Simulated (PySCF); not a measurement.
**BH₂⁺: one-bond stretch**

Method: PySCF, PBE0, basis B def2-TZVP, H def2-TZVP (no relativity, density fitting).

Rigid scan from the singlet minimum (B–H 1.179 Å (×2); H–B–H 180.0°). Coordinate: the bond from B to the last atom (H) scaled, the rest fixed. Energies in kJ/mol from the minimum.

Question: Predict the curve at 0.92, 0.96, 1.00, 1.05, 1.12, 1.20, 1.35, 1.55, 1.80, 2.20.

Answer: 
| scale of one bond | E (kJ/mol) | dipole size (D, about the centre of mass) |
| --- | --- | --- |
| 0.92 | 13.4 | 0.05 |
| 0.96 | 3.1 | 0.03 |
| 1.00 | 0.0 | 0.00 |
| 1.05 | 4.1 | 0.04 |
| 1.12 | 20.6 | 0.11 |
| 1.20 | 49.8 | 0.19 |
| 1.35 | 119.5 | 0.40 |
| 1.55 | 219.6 | – |
| 1.80 | 333.3 | – |
| 2.20 | 469.3 | – |

At long bonds a restricted determinant can lie too high, and another spin state can fall below this curve.

Other isomers or separated fragments may lie lower.
